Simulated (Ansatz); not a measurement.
Geometry optimisation, RKS PBE0/cc-pVDZ (Ansatz).

Input:

```yaml
crystal:
  periodic: [false, false, false]
  atoms:
    - { symbol: Si, position_ang: [0.25182, 0.000888, 0.014488] }
    - { symbol: Si, position_ang: [0.9598, -0.023086, 2.144566] }
    - { symbol: H, position_ang: [-0.031353, -0.286367, 3.239358] }
    - { symbol: H, position_ang: [2.030114, -1.070337, 2.232682] }
    - { symbol: H, position_ang: [1.597239, 1.309346, 2.401532] }
    - { symbol: H, position_ang: [1.636001, 0.168047, -0.444689] }
    - { symbol: H, position_ang: [-0.583282, 1.172214, -0.388851] }
    - { symbol: H, position_ang: [-0.338139, -1.270706, -0.505184] }
basis:
  gaussian: { orbitals: cc-pVDZ }
hamiltonian:
  xc: pbe0
relax:
  f_tol: 0.03
  max_steps: 50
```

Run as:

```bash
$ ansatz run input.yaml --threads 1 --pin off --max-ram 2048MiB --backend cpu --events-out ev --progress --plain --runs-dir out
```

Question: Where does it end, and by what steps?

Answer: The run converged. After 3 steps the energy has fallen by 0.230 eV; H6 moved furthest, 0.48 Å.

| step | energy less start (eV) | largest force component (eV/Å) | accepted |
| --- | --- | --- | --- |
| 0 | 0.0000 | 1.430 | yes |
| 1 | -0.1544 | 0.271 | yes |
| 2 | -0.2200 | 0.102 | yes |
| 3 | -0.2304 | 0.020 | yes |

```xyz
8
Properties=species:S:1:pos:R:3
Si 0.352 0.015 -0.039
Si 1.020 -0.017 2.214
H -0.153 -0.264 3.115
H 2.030 -1.104 2.433
H 1.640 1.298 2.582
H 1.553 0.209 -0.916
H -0.609 1.139 -0.285
H -0.311 -1.277 -0.410
```

Run time: 9.4 s on 1 thread of Arm Neoverse V1, with other jobs on the host, peak memory 0.12 GiB.
